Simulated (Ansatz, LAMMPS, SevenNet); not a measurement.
Ladder of methods for the cohesive energy of fcc Sr

Reference value: 1.73 eV/atom (measured, static lattice: zero-point vibration energy added; as tabulated in Mejia-Rodriguez and Trickey (2018), arXiv:1807.09216).

```json
[
 {"level (code)": "Lennard-Jones uff-vdw (LAMMPS)", "value (eV/atom)": "0.09", "cell (Å³/atom)": "31.36"},
 {"level (code)": "SevenNet-l3i5 (SevenNet)", "value (eV/atom)": "(withheld)", "cell (Å³/atom)": "54.79"},
 {"level (code)": "LDA (Ansatz)", "value (eV/atom)": "(withheld)", "cell (Å³/atom)": "48.59"},
 {"level (code)": "BLYP (Ansatz)", "value (eV/atom)": "0.87", "cell (Å³/atom)": "56.14"},
 {"level (code)": "PBE (Ansatz)", "value (eV/atom)": "1.61", "cell (Å³/atom)": "54.81"},
 {"level (code)": "PBE-D3(BJ) (Ansatz)", "value (eV/atom)": "1.81", "cell (Å³/atom)": "52.18"},
 {"level (code)": "r²SCAN (Ansatz)", "value (eV/atom)": "1.79", "cell (Å³/atom)": "56.78"},
 {"level (code)": "HSE06 (Ansatz)", "value (eV/atom)": "(withheld)", "cell (Å³/atom)": "57.28"},
 {"level (code)": "PBE0 (Ansatz)", "value (eV/atom)": "1.54", "cell (Å³/atom)": "57.31"}
]
```

Q: Fill in the missing entries.

A: 
- SevenNet-l3i5 (SevenNet), value (eV/atom): 1.26
- LDA (Ansatz, an electronic-structure program), value (eV/atom): 1.89
- HSE06 (Ansatz), value (eV/atom): 1.57

Errors against the reference: Lennard-Jones uff-vdw -1.64 eV/atom, SevenNet-l3i5 -0.47 eV/atom, LDA +0.16 eV/atom, BLYP -0.86 eV/atom, PBE -0.12 eV/atom, PBE-D3(BJ) +0.08 eV/atom, r²SCAN +0.06 eV/atom, HSE06 -0.16 eV/atom, PBE0 -0.19 eV/atom.

Leaving aside Lennard-Jones uff-vdw, SevenNet-l3i5, which can be fitted to such values or carry a doubt: Nearest, and too close to rank with a margin of 0.03 eV/atom (twice that across the reference) picked here for doubts on the reference and the settings: r²SCAN (+0.06 eV/atom), PBE-D3(BJ) (+0.08 eV/atom), PBE (-0.12 eV/atom). BLYP (-0.86 eV/atom) misses by most. Within 0.3 eV/atom: LDA, PBE, PBE-D3(BJ), r²SCAN, HSE06, PBE0. The lowest first-principles rung that does so: DFT without exact exchange (LDA, PBE, PBE-D3(BJ), r²SCAN).

Lennard-Jones uff-vdw: this is a force field's van der Waals term alone, without bonds or charges. SevenNet-l3i5: free atoms can lie outside what these potentials were trained on. Each level is taken at its own relaxed cell. Cutoffs and k meshes differ between the levels. Ansatz's density-functional and Hartree–Fock values are scalar-relativistic unless marked +SOC, with PAW data made under PBE.

Machine-learned potentials (SevenNet-l3i5) are trained on DFT data, which may include these solids.

Differences are worked out from the printed values.
